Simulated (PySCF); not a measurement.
## NH, r²SCAN: how much the basis matters

PySCF, UKS reference; triplet, unpaired electrons π ↑↑; De to H + N without counterpoise correction.

| basis | relativity | functions | Re (Å) | ωe (cm⁻¹) | De (eV) | μ (D) |
| --- | --- | --- | --- | --- | --- | --- |
| pcseg-1 | no relativity | 19 | 1.049 | 3235 | 3.54 | -1.65 |
| jorge-DZP-DKH | spin-free X2C | 20 | 1.058 | 3201 | 3.44 | -1.62 |
| pcseg-2 | no relativity | 44 | 1.040 | 3253 | 3.65 | -1.60 |
| def2-TZVPP | no relativity | 45 | 1.041 | 3254 | 3.64 | -1.56 |
| def2-TZVPPD | no relativity | 54 | 1.041 | 3259 | 3.65 | -1.51 |

(1) How does each smaller set differ from the one with most functions, def2-TZVPPD?

A positive dipole means H(−)N(+). Measured (Huber and Herzberg, Constants of Diatomic Molecules (1979)): Re = 1.03621 Å, ωe = 3282.27 cm⁻¹. The state is the lowest determinant that a PBE0 search found; another state may lie lower at other levels.

Answers

(1) pcseg-1: +0.8 pm, -0.7 % in ωe, -0.11 eV in De; jorge-DZP-DKH: +1.7 pm, -1.8 % in ωe, -0.21 eV in De; pcseg-2: -0.1 pm, -0.2 % in ωe, +0.00 eV in De; def2-TZVPP: +0.0 pm, -0.2 % in ωe, -0.01 eV in De. All at r²SCAN; the set with most functions is neither the basis-set limit nor always the best. The rows treat relativity differently, so the differences are not basis effects alone.
